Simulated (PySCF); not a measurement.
## Where the electron goes

TT, C6H4S2.
Z-matrix (Å and degrees, GFN2-xTB geometry), rows numbered from 1:
```
C 
C   1  1.3567
C   2  1.4105  1  110.98
S   3  1.7278  2  135.29  1   179.96
C   4  1.7328  3   90.50  2  -179.95
C   5  1.3567  4  113.77  3     0.01
C   3  1.3891  2  113.80  1     0.01
S   7  1.7276  3  110.95  2    -0.02
H   1  1.0719  2  127.84  3  -179.99
H   2  1.0742  1  124.49  3   179.97
H   5  1.0720  4  118.36  3   179.98
H   6  1.0741  5  124.44  4   180.00
```

Computed, not measured: TDDFT wB97X-D/def2-SVPD, vertical, gas phase, core orbitals frozen in the response in PySCF 2.14.0, density-fitted response routines.

Frontier orbitals with the atoms that hold most of them (Löwdin shares over 4%, at most four atoms; ? is withheld):

| orbital | ε (eV) | atoms |
| --- | --- | --- |
| HOMO-3 | -11.55 | S4 34%, S8 33%, C3 11%, C7 11% |
| HOMO-2 | -10.13 | S8 16%, S4 16%, C3 14%, C7 14% |
| HOMO-1 | -8.50 | ? |
| HOMO | -8.11 | C5 17%, C1 17%, C2 13%, C6 13% |
| LUMO | 0.75 | ? |
| LUMO+1 | 1.78 | S8 37%, S4 37%, C7 4%, C3 4% |
| LUMO+2 | 1.99 | S4 32%, S8 32%, H10 6%, H12 6% |

**Question.** Give the leading atoms of the LUMO.

**Answer.** C1 (bonded to C, S and H) 17%; C5 (bonded to C, S and H) 17%; S8 (bonded to 2 C) 12%; S4 (bonded to 2 C) 12%. By element: carbon 34% or more, sulfur 24%.

**Question.** Which atoms hold the HOMO-1, and with what shares?

**Answer.** S4 (bonded to 2 C) 23%; S8 (bonded to 2 C) 23%; C7 (bonded to 2 C and S) 14%; C3 (bonded to 2 C and S) 14%. By element: sulfur 47%, carbon 28% or more.

**Question.** How does S1 compare with the orbital gap of 8.86 eV?

**Answer.** S1 is at 5.03 eV (f = 0.264), 3.83 eV below the gap, made of HOMO→LUMO (95%). 

**Question.** Give energy, strength and leading configuration of S1, S2, S3 and S4, and follow the Löwdin shares of the leading atoms from the occupied to the empty orbital.

**Answer.** 
- S1 (5.03 eV, f 0.264), HOMO→LUMO (95%): C5 17% → 17%, C1 17% → 17%
- S2 (5.26 eV, f 0.098), HOMO-1→LUMO (93%): S4 23% → 12%, S8 23% → 12%, C1 at most 14% → 17%, C5 at most 14% → 17%
- S3 (5.73 eV, f 0.0000), HOMO→LUMO+1 (73%): C5 17% → at most 5%, C1 17% → at most 5%, S8 at most 14% → 37%, S4 at most 14% → 37%
- S4 (5.92 eV, f 0.0000), HOMO-1→LUMO+1 (72%): S4 23% → 37%, S8 23% → 37%

The run took 34 s of wall time on one thread of an x86-64 server (shared host).
